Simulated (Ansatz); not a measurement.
in.yaml

```yaml
crystal:
  periodic: [false, false, false]
  atoms:
    - {symbol: H, position_ang: [-2.274774, 0.000000, 0.000000]}
    - {symbol: H, position_ang: [-1.367774, 0.000000, 0.000000]}
    - {symbol: B, position_ang: [0.206226, 0.000000, 0.000000]}
    - {symbol: H, position_ang: [0.715299, 0.000000, 1.077008]}
    - {symbol: H, position_ang: [0.715299, 0.000000, -1.077008]}
basis:
  gaussian: {orbitals: 6-31G}
magnetization: {spin_polarized: true, initial_magnetization: 1}
hamiltonian: {xc: hf}
output: {orbitals: {seedname: orbitals}}
```

```sh
$ ansatz run in.yaml --threads 1 --pin off --events-out ev --progress --plain --max-ram 2393MiB
```

(1) Roughly how long does this take on 1 thread of Arm Neoverse N1, shared host, and how much host memory?

```
254 factors; integrals over basis functions are off by at most 5.8e-4 eV
mean field evaluation 1: about -729.4932 eV, gradient 7.7e0 eV
mean field evaluation 2: about -729.4895 eV, gradient 7.7e0 eV
mean field evaluation 4: about -730.2600 eV, gradient 1.1e0 eV
mean field evaluation 8: about -730.2855 eV, gradient 6.6e-3 eV
mean field evaluation 16: about -730.0855 eV, gradient 9.5e-1 eV
mean field evaluation 32: about -728.3896 eV, gradient 7.8e0 eV
mean field -730.28551002 eV, -26.8374974879 hartree, gradient 2.2e-5 eV, S^2 0.782751; 0 other end points of the search recorded, 0 dependent functions left out
reference -730.28551002 eV, -26.8374974879 hartree; 5, 4 occupied and 12, 13 virtual orbitals, 254 factors
Total energy: -730.28551002 eV, -26.8374974879 hartree
```

Answers

(1) 0.12 s wall and 0.05 GiB.
